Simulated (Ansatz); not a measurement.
Reaction (SMILES): N#C (CH-N) + 3 [H][H] (H2) → C (CH4) + N (NH3)
B3LYP-D3(BJ)/def2-TZVP geometries, fixed; electronic energies without zero-point terms.

Basis-set convergence of the energy of full hydrogenation at B2PLYP with Ansatz (a program for electronic structure). Cartesian d functions, on some or all atoms, in 6-31G*, 6-31+G*; all else is spherical. Cores are frozen. No added dispersion term, no relativity. Functions are those of the species that has most. Reference: the value in aug-pcseg-3, -76.76 kcal/mol, itself unsure by roughly 0.06 kcal/mol (its mean distance from aug-cc-pVQZ, def2-QZVPPD, pcseg-3). Deviations are taken from unrounded values.

```csv
basis,functions,energy of full hydrogenation (kcal/mol)
6-31G*,32,-69.59
6-31+G*,40,-72.77
cc-pVDZ,34,-72.83
aug-cc-pVDZ,59,-80.94
def2-SVP,34,-75.76
def2-SVPD,52,-83.30
pcseg-1,34,-72.95
aug-pcseg-1,59,-77.16
6-311G**,42,-72.14
6-311+G**,50,-74.77
def2-TZVP,68,-73.07
def2-TZVPD,83,-74.26
cc-pVTZ,86,-75.01
aug-cc-pVTZ,138,-76.92
pcseg-2,86,-76.65
aug-pcseg-2,138,-77.09
def2-TZVPP,87,-75.82
def2-TZVPPD,105,-76.75
cc-pVQZ,175,-75.84
aug-cc-pVQZ,264,-76.69
def2-QZVPP,177,-76.45
def2-QZVPPD,195,-76.67
pcseg-3,192,-76.75
aug-pcseg-3,281,-76.76
```

What the diffuse functions change, pair by pair:
- 6-31G* to 6-31+G*: 8 more functions, deviation 7.17 to 3.99 kcal/mol
- cc-pVDZ to aug-cc-pVDZ: 25 more functions, deviation 3.93 to -4.18 kcal/mol
- def2-SVP to def2-SVPD: 18 more functions, deviation 1.00 to -6.55 kcal/mol
- pcseg-1 to aug-pcseg-1: 25 more functions, deviation 3.81 to -0.41 kcal/mol
- 6-311G** to 6-311+G**: 8 more functions, deviation 4.62 to 1.98 kcal/mol
- def2-TZVP to def2-TZVPD: 15 more functions, deviation 3.69 to 2.50 kcal/mol
- cc-pVTZ to aug-cc-pVTZ: 52 more functions, deviation 1.75 to -0.16 kcal/mol
- pcseg-2 to aug-pcseg-2: 52 more functions, deviation 0.11 to -0.33 kcal/mol
- def2-TZVPP to def2-TZVPPD: 18 more functions, deviation 0.94 to 0.01 kcal/mol
- cc-pVQZ to aug-cc-pVQZ: 89 more functions, deviation 0.92 to 0.07 kcal/mol
- def2-QZVPP to def2-QZVPPD: 18 more functions, deviation 0.31 to 0.09 kcal/mol
- pcseg-3 to aug-pcseg-3: 89 more functions, deviation 0.01 to 0.00 kcal/mol

Leaving out the reference's own pair, they bring the value nearer the reference by more than 0.06 kcal/mol in 8 of 11 pairs.
